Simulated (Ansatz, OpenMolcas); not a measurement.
Strength of the Al–H bond: AlH → Al + H

Species: AlH, singlet; Al atom, doublet; H atom, doublet. 

Shapes, held fixed at every level: PBE0-D4/def2-TZVP. Programs: Ansatz 0.2.0, OpenMolcas 26.06. The zero-point and thermal change to 298 K, harmonic and unscaled (PBE0-D4/def2-TZVP), is -6.3 kJ/mol.

| level | kind | ΔH(298 K) (kJ/mol) | less FCI/cc-pVTZ |
| --- | --- | --- | --- |
| BLYP/cc-pVTZ | GGA | +294.0 | -0.6 |
| BLYP/def2-TZVPPD | GGA | +296.1 | +1.5 |
| PBE/def2-TZVPPD | GGA | +284.2 | -10.4 |
| r2SCAN/def2-TZVPPD | meta-GGA | +285.6 | -9.0 |
| B3LYP/6-31G* (Cartesian functions) | global hybrid | +294.3 | -0.3 |
| CCSD/cc-pVTZ | coupled cluster or CI | +293.9 | -0.7 |
| FCI/cc-pVTZ | exact in the basis | +294.6 | 0.0 |

The highest level, FCI/cc-pVTZ, gives ΔH(298 K) = +294.6 kJ/mol; the levels span +284.2 to +296.1. The column of differences is taken from that level and isn't an error. No measured value is set beside it here. Open shells run unrestricted unless RO is named.
